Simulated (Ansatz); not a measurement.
Ansatz (a first-principles code) input:

Ansatz 0.2 input:
```yaml
crystal:
  periodic: [false, false, false]
  atoms:
    - {symbol: O, position_ang: [-0.12772971, -0.12310551, 1.32424015]}
    - {symbol: C, position_ang: [-0.00559836, -0.01303083, 0.05921981]}
    - {symbol: C, position_ang: [0.07681222, 1.30130937, -0.59224654]}
    - {symbol: C, position_ang: [0.05130217, -1.27018044, -0.69032725]}
    - {symbol: H, position_ang: [-0.25717763, 2.12014548, 0.04404421]}
    - {symbol: H, position_ang: [0.28337974, -2.11713039, -0.04931489]}
    - {symbol: H, position_ang: [-0.47151742, 1.29428595, -1.53586417]}
    - {symbol: H, position_ang: [1.13164237, 1.46417555, -0.85506132]}
    - {symbol: H, position_ang: [0.74230290, -1.18907807, -1.53062019]}
    - {symbol: H, position_ang: [-0.94637008, -1.42304853, -1.12830401]}
    - {symbol: H, position_ang: [-0.19551848, 0.72690564, 1.80132319]}
basis:
  gaussian:
    orbitals: def2-TZVP
hamiltonian:
  xc: b3lyp
  dispersion: d3bj
total_charge: 1
phonons: {temperatures: {t_min: 298.15, t_max: 298.15, t_step: 100}}
```

Question: Which total energy does the run end on?

Answer: -193.57237 Eh (B3LYP-D3(BJ)/def2-TZVP). The basis has 166 functions. The run takes about 5 core-minutes (a rough figure).

It need not be the lowest isomer of its formula.
